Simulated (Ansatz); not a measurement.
Molecule (SMILES): [C-]#[S+] (C-S).
Geometry (B3LYP-D3(BJ)/def2-TZVP, fixed):
```
C
S 1 1.5320
```
Charge 0, spin multiplicity 1.

Basis-set convergence of the dipole moment at HF with Ansatz (an electronic-structure program). Dipoles come from the density behind the forces; the sign is taken along the dipole that this method gives in the largest set. All functions are spherical. The program fits the integrals of some runs and decomposes those of others, by size. No added dispersion term, no relativity. Reference: the value in aug-pcseg-3, 1.660 D, itself unsure by roughly 0.013 D (its mean distance from aug-cc-pV(Q+d)Z, def2-QZVPPD). Deviations are taken from unrounded values.

| basis | functions |
|---|---|
| def2-SVP | 32 |
| cc-pV(D+d)Z | 37 |
| def2-SVPD | 47 |
| def2-TZVP | 68 |
| cc-pV(T+d)Z | 69 |
| def2-TZVPP | 73 |
| def2-TZVPD | 83 |
| def2-TZVPPD | 88 |
| cc-pV(Q+d)Z | 119 |
| def2-QZVPP | 127 |
| def2-QZVPPD | 142 |
| cc-pV(5+d)Z | 191 |

Problem. Which is the smallest set listed that can be trusted to 0.1 D here, that is, within that of the reference together with its larger relatives (same family, alike in diffuse functions; a set with none to test it counts only in the reference's own line)?…

Solution. The smallest set listed that lies within 0.1 D of the reference with all its larger relatives (same family, alike in diffuse functions; a set with none counts only in the reference's own line) is def2-SVPD (47 functions, -0.018 D off). Value minus reference: def2-SVP -0.152, cc-pV(D+d)Z -0.125, def2-SVPD -0.018, def2-TZVP -0.047, cc-pV(T+d)Z -0.051, def2-TZVPP -0.046, def2-TZVPD -0.010, def2-TZVPPD -0.009, cc-pV(Q+d)Z -0.026, def2-QZVPP -0.025, def2-QZVPPD -0.013, cc-pV(5+d)Z -0.020 D.
